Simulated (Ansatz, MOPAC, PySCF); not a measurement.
Gas-phase reaction in SMILES: C[SiH](C)[SiH3] [dimethyl(silyl)silane] + 3 [H][H] (H2) → 2 C (CH4) + 2 [SiH4] (SiH4)

Wanted: energy of full hydrogenation (enthalpy at 298 K), in kcal/mol. Set-up: dispersion terms only where a functional's name holds one; spin-orbit terms left out; valence correlation only; non-relativistic. CBS marks a two-point X^-3 extrapolation of the correlation energy; Hartree-Fock from the larger set. First-principles rows: single points at B3LYP-D3(BJ) geometries (Ansatz, a quantum-chemistry and plane-wave program), with unscaled harmonic terms from B3LYP/6-31G* (Ansatz) at its own minima. Semi-empirical rows: MOPAC heats of formation at their own minima for 298 K.

| species | coefficient | E at BP86/def2-SVP (PySCF), Eh | E at wB97M-V/def2-TZVPD (Ansatz), Eh | H(298 K) - E, kcal/mol | heat of formation at MNDO (MOPAC), kcal/mol |
|---|---|---|---|---|---|
| C[SiH](C)[SiH3] | -1 | -661.03077 | -661.16012 | 73.58 | -11.68 |
| [H][H] (H2) | -3 | -1.17203 | -1.16077 | 8.44 | 0.72 |
| C (CH4) | +2 | -40.48104 | -40.49098 | 30.76 | -11.96 |
| [SiH4] (SiH4) | +2 | -291.81032 | -291.84546 | 22.18 | 1.18 |

Coupled cluster (Ansatz) is a level with limits of its own, used here on species with T1 under 0.025 (0.045 for open shells) and stable references: CCSD(T)/CBS(cc-pV(T+d)Z,cc-pV(Q+d)Z). Value to compare with, CCSD(T)/CBS(cc-pV(T+d)Z,cc-pV(Q+d)Z) (Ansatz): -10.7 kcal/mol. 1 Eh = 627.5095 kcal/mol.

Q: Work the quantity out at each level, and compare with CCSD(T)/CBS(cc-pV(T+d)Z,cc-pV(Q+d)Z) (Ansatz).

A: 
- BP86/def2-SVP: the sum of coefficient times E is -0.03586 Eh, or -22.50 kcal/mol; the thermal terms add 6.98. Result: -15.5 kcal/mol. Its difference against CCSD(T)/CBS(cc-pV(T+d)Z,cc-pV(Q+d)Z) (Ansatz) is -4.8 kcal/mol.
- wB97M-V/def2-TZVPD: the sum of coefficient times E is -0.03045 Eh, or -19.11 kcal/mol; the thermal terms add 6.98. Result: -12.1 kcal/mol. Its difference against CCSD(T)/CBS(cc-pV(T+d)Z,cc-pV(Q+d)Z) (Ansatz) is -1.4 kcal/mol.
- MNDO: the sum of coefficient times heat of formation is -12.04 kcal/mol; it needs no thermal term. Its difference against CCSD(T)/CBS(cc-pV(T+d)Z,cc-pV(Q+d)Z) (Ansatz) is -1.3 kcal/mol.
